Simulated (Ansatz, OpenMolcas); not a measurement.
# The same job for Ansatz

This OpenMolcas 26.06 job computes quartet SiH3O:

geom.xyz:
```
5

O      0.557310    -0.433760     0.798460
Si     0.001930     0.341950    -0.533940
H      0.725690    -1.370660     0.814800
H     -1.244820    -0.253580    -1.000760
H     -0.040110     1.716040    -0.078560
```

test.inp:
```
&GATEWAY
  BasLib=$CurrDir
  Coord=geom.xyz
  Basis=STO-3G
  Group=NoSym

&SEWARD

&SCF
  UHF
  Spin=4
  Thresholds=1e-10 1e-07 1e-07 1e-05
  PrOrbitals=1 1
```

```bash
$ export MOLCAS_MEM=1860
$ pymolcas test.inp > test.log
```

(Basis files named in the input come from the Basis Set Exchange and aren't shown.)

Geometry: relaxed at GFN2-xTB. This is one conformer, not always the lowest. That shape belongs to the parent species and isn't relaxed for this state.

Without diffuse functions such a state is poorly described.

It gives a total energy of -360.790075 Eh.

How is this level of theory, on these atoms, set up in Ansatz 0.2.0 as an input file of the program's own?

For example:

input.yaml:
```yaml
basis:
  gaussian:
    orbitals: STO-3G
crystal:
  periodic: [false, false, false]
  atoms:
    - {symbol: O, position_ang: [0.557310, -0.433760, 0.798460]}
    - {symbol: Si, position_ang: [0.001930, 0.341950, -0.533940]}
    - {symbol: H, position_ang: [0.725690, -1.370660, 0.814800]}
    - {symbol: H, position_ang: [-1.244820, -0.253580, -1.000760]}
    - {symbol: H, position_ang: [-0.040110, 1.716040, -0.078560]}
magnetization:
  spin_polarized: true
  initial_magnetization: 3
hamiltonian:
  xc: hf
accuracy: high
```

```bash
$ ansatz run input.yaml --threads 1 --pin off --max-ram 2610MiB --events-out events.jsonl --progress --plain --runs-dir runs
```

Its energy is -360.790075 Eh, the same as the first but for the last digit, at most.
